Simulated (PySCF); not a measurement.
Broadened absorption spectrum of [C4H13P2]+

C₄H₁₃P₂ (charge +1).
SMILES: `CC(C)[P@H+](C)P`

Computed, not measured: TDDFT B3LYP/def2-SVPD, vertical, gas phase, core orbitals frozen in the response (PySCF). Geometry: GFN2-xTB, one conformer, isolated ion. Torsions of this conformer, `[CH3:1][CH:2]([CH3:3])[P@H+:4]([CH3:5])[PH2:6]`: C1–C2–P4–C5 -55°, H–P6–P4–C2 66°, H–P6–P4–C2 159°.

Computed states:

```json
{"state": "S1", "E (eV)": "6.76", "f": "0.106"}
{"state": "S2", "E (eV)": "6.89", "f": "0.023"}
{"state": "S3", "E (eV)": "7.44", "f": "0.074"}
{"state": "S4", "E (eV)": "7.66", "f": "0.027"}
{"state": "S5", "E (eV)": "7.71", "f": "0.023"}
{"state": "S6", "E (eV)": "8.01", "f": "0.024"}
{"state": "S7", "E (eV)": "8.17", "f": "0.014"}
{"state": "S8", "E (eV)": "8.20", "f": "0.066"}
```

Broadening: Gaussians 0.3 eV wide at half height, area fixed by f = 4.319×10⁻⁹ ∫ε dν̃. The width is an assumption, not a result. The curve ends short of the highest state used, and states not computed would add to its high-energy end.

Question: Give the broadened spectrum and its maxima.

Answer: 
```tsv
E (eV)	ε (L mol⁻¹ cm⁻¹)
6.31	19
6.37	88
6.42	271
6.48	860
6.53	1901
6.59	4039
6.65	6922
6.70	9229
6.76	10789
6.81	10547
6.87	8606
6.93	5848
6.98	3715
7.04	1885
7.09	1056
7.15	839
7.21	1436
7.26	2545
7.32	4409
7.37	6001
7.43	7318
7.49	7647
7.54	7338
7.60	6692
```

Maxima: 183 nm (6.78 eV), ε about 11000, made up of S1 (87%) and S2 (13%); 166 nm (7.48 eV), ε about 7700, made up of S3 (82%) and S4 (13%) (ε in L mol⁻¹ cm⁻¹; maxima over ε = 5, shares over 10%).

Question: On this curve, what absorbance would a 10⁻⁴ mol/L sample give at 193 nm over a 1 cm path?

Answer: 193 nm is 6.424 eV, where ε is about 300 L mol⁻¹ cm⁻¹, so A = ε c l ≈ 0.03 (Beer–Lambert, with the gas-phase spectrum and the assumed width).

Question: Coming from long wavelengths, where does ε first pass 100 L mol⁻¹ cm⁻¹?

Answer: At about 194 nm (6.38 eV), 0.38 eV below S1.

Question: What would ε be at 6.78 eV, the highest of these maxima, with half the width (0.15 eV)?

Answer: About 19200 L mol⁻¹ cm⁻¹ against 10900, a factor of about 1.8; a lone state at its own centre would give exactly 2.
